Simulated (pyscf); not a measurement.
PySCF, gas phase, ωB97X-D3(BJ)/def2-SVP geometries.

SMILES: [F][Hf]([F])([F])[O][SiH3]
```xyz
9

F     -0.7285     2.3995    -2.7966
Hf     0.4119     1.4208    -1.6085
F      1.7840     0.5268    -2.6012
F      1.2111     2.6277    -0.3554
O     -0.6292     0.1075    -0.6534
Si    -1.5267    -1.0281     0.1769
H     -2.5667    -0.3359     0.9872
H     -0.6275    -1.8054     1.0740
H     -2.1788    -1.9463    -0.7973
```

Problem. How much does it cost (ΔH, 298 K, ωB97M-D3(BJ)/def2-TZVP) to split F–Hf(F)(F)–O–SiH₃ at its O–Si bond into [O–Hf(F)(F)–F]• + SiH₃•?

Solution. O–Si to [O–Hf(F)(F)–F]• + SiH₃•: 137.2 kcal/mol. The 7 functionals that were run give +130.7 (PBE) to +138.5 kcal/mol (M06-2X). The radicals are drawn with the spin at the cut bond; how far it spreads was not checked. Other isomers of [O–Hf(F)(F)–F]• were not searched in full and may lie lower. Open-shell species with a d-block atom are single-reference here; other states, and whether the spin sits on metal or ligand, were not checked. Elements past Kr carry the def2 core potentials, without spin-orbit coupling.
